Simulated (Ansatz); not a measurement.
The input, for Ansatz 0.2.0:

```yaml
crystal:
  periodic: [false, false, false]
  atoms:
    - {symbol: N, position_ang: [0.000000, -0.140384, 0.554704]}
    - {symbol: O, position_ang: [0.000000, 0.119234, -0.488475]}
    - {symbol: H, position_ang: [0.000000, 0.787851, 0.991692]}
    - {symbol: H, position_ang: [0.000000, -0.729664, -0.946310]}
basis:
  gaussian: {orbitals: "6-31G*"}
magnetization: {spin_polarized: true, initial_magnetization: 1}
correlation: {method: mp2, electrons: outside_noble_gas}
```

```sh
$ ansatz run in.yaml --threads 1 --pin off --events-out ev --progress --plain --max-ram 2393MiB
```

Output:

```
327 factors; integrals over basis functions are off by at most 7.3e-4 eV
mean field evaluation 1: about -3543.3621 eV, gradient 1.6e1 eV
mean field evaluation 2: about -3543.3664 eV, gradient 1.6e1 eV
mean field evaluation 4: about -3544.4924 eV, gradient 1.7e0 eV
mean field evaluation 8: about -3544.5188 eV, gradient 9.8e-2 eV
mean field -3544.51900752 eV, -130.2586709652 hartree, gradient 1.3e-6 eV, S^2 0.759706; 0 other end points of the search recorded, 0 dependent functions left out
2 core orbitals not correlated: weight in the atoms' cores, before any rotation towards them, 1.000 or more for the frozen orbitals, at most 0.000 for the correlated occupied ones
reference -3544.51900752 eV, -130.2586709652 hartree; 7, 6 occupied and 25, 26 virtual orbitals, 327 factors
second order -8.26548452 eV of doubles, -0.00000000 eV of singles
Total energy: -3552.78449204 eV, -130.5624219187 hartree
```

Ran on 1 thread of Intel Xeon 6975P-C, shared host: 0.12 s wall, 0.08 GiB peak host memory.
